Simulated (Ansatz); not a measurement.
# SiH3F (SMILES F[SiH3]), run twice

Wanted: the energy of SiH3F, CCSDT(Q)/B/6-31G* (Cartesian functions).

Program for the calculation: Ansatz 0.2.0.

4 further runs of the same task are left out: 2 for a known fault of the program, 2 set aside as unsound or not needed.

## Step 1: Starting point

SiH3F has 5 atoms, charge 0, and is taken as a singlet. As SMILES, `F[SiH3]`. Geometry: relaxed at PBE0-D4/def2-TZVP.

Bond lengths: F1–Si2 1.600 Å, Si2–H3 1.482 Å, Si2–H4 1.482 Å, Si2–H5 1.482 Å. Angles: F1–Si2–H3 108.3°, F1–Si2–H4 108.3°, F1–Si2–H5 108.3°, H3–Si2–H4 110.6°, H3–Si2–H5 110.6°, H4–Si2–H5 110.6°.

## Step 2: First attempt

File run.yaml:

```yaml
basis:
  gaussian:
    orbitals: "6-31G*"
    fitting:
      mean_field: cc-pVDZ
crystal:
  periodic: [false, false, false]
  atoms:
    - {symbol: F, position_ang: [-1.274600, 0.162800, 0.858000]}
    - {symbol: Si, position_ang: [0.043300, -0.019300, -0.030700]}
    - {symbol: H, position_ang: [-0.367800, -0.192600, -1.443700]}
    - {symbol: H, position_ang: [0.768600, -1.217900, 0.451600]}
    - {symbol: H, position_ang: [0.880500, 1.193400, 0.123400]}
hamiltonian:
  pseudopotentials:
    relativity: none
correlation:
  method: ccsdt_q_b
  frozen_orbitals: {F: 1, H: 0, Si: 5}
accuracy: high
```

Command:

```
$ ansatz run run.yaml --threads 1 --pin off --max-ram 2610MiB --events-out events.jsonl --progress --plain --runs-dir runs
```

The program printed (excerpt; [...] marks lines left out):

```text
Warning: RAYON_NUM_THREADS=1 ignored (pool sized by the plan → 1); use --threads N
Functional definition: HF
  name "HF"
[...]
47 factors; integrals over basis functions are off by at most 2.5e1 eV
[...]
mean field -10574.20050853 eV, -388.5947012380 hartree, gradient 5.4e-9 eV, S^2 0.000000; 0 other end points of the search recorded, 0 dependent functions left out
6 core orbitals not correlated: weight in the atoms' cores, before any rotation towards them, 0.999 or more for the frozen orbitals, at most 0.000 for the correlated occupied ones
reference -10574.20050853 eV, -388.5947012380 hartree; 7, 7 occupied and 27, 27 virtual orbitals, 47 factors
second order -6.66084037 eV of doubles, -0.00000000 eV of singles
cycle   1  -6.90616116 eV  change   -2.5e-1 eV  update   6.7e-2
[...]
cycle  20  -7.26218415 eV  change   1.2e-10 eV  update  6.2e-10
perturbative correction -0.01214006 eV, -0.0004461391 hartree
Total energy: -10581.47483274 eV, -388.8620277220 hartree
```

Run time: 6.3 s. Hardware: 1 thread of AMD EPYC 9B45 (Zen 5), shared host; peak memory 0.47 GiB.

## Step 3: What went wrong

The run finished; that doesn't make the result usable.

Cause: the fitting set doesn't suit the orbital basis or method. To mend it: integral approximation default in place of cc-pVDZ.

## Step 4: The mended input

run.yaml: that of step 2 with these lines changed.

```diff
@@ -3,4 +3,2 @@
     orbitals: "6-31G*"
-    fitting:
-      mean_field: cc-pVDZ
 crystal:
@@ -20 +18,3 @@
 accuracy: high
+output:
+  orbitals: {seedname: orbitals}
```

Command:

```
$ ansatz run run.yaml --threads 1 --pin off --max-ram 2610MiB --events-out events.jsonl --progress --plain --runs-dir runs
```

The program printed (excerpt; [...] marks lines left out):

```text
Warning: RAYON_NUM_THREADS=1 ignored (pool sized by the plan → 1); use --threads N
Functional definition: HF
  name "HF"
[...]
800 factors; integrals over basis functions are off by at most 3.8e-9 eV
[...]
mean field -10616.47314212 eV, -390.1481918690 hartree, gradient 1.3e-8 eV, S^2 0.000000; 0 other end points of the search recorded, 0 dependent functions left out
6 core orbitals not correlated: weight in the atoms' cores, before any rotation towards them, 1.000 or more for the frozen orbitals, at most 0.000 for the correlated occupied ones
reference -10616.47314212 eV, -390.1481918690 hartree; 7, 7 occupied and 27, 27 virtual orbitals, 800 factors
second order -6.85033073 eV of doubles, -0.00000000 eV of singles
cycle   1  -7.09944451 eV  change   -2.5e-1 eV  update   7.4e-2
[...]
cycle  20  -7.50543814 eV  change   2.3e-10 eV  update   1.1e-9
perturbative correction -0.00928002 eV, -0.0003410344 hartree
Total energy: -10623.98786028 eV, -390.4243526676 hartree
```

Run time: 6.6 s. Hardware: 1 thread of AMD EPYC 9B45 (Zen 5), shared host; peak memory 0.48 GiB.

## Step 5: Outcome

Level: CCSDT(Q)/B/6-31G* (Cartesian functions).

```
                                   quantity          value
                               total energy  -390.42435 Eh
        HOMO energy (Hartree–Fock orbitals)      -13.30 eV
        LUMO energy (Hartree–Fock orbitals)        3.44 eV
      HOMO–LUMO gap (Hartree–Fock orbitals)       16.74 eV
correlation energy (6 core orbitals frozen)     -276.2 mEh
                              T1 diagnostic          0.011
```

The first attempt's energy was +42.513 eV off this one.
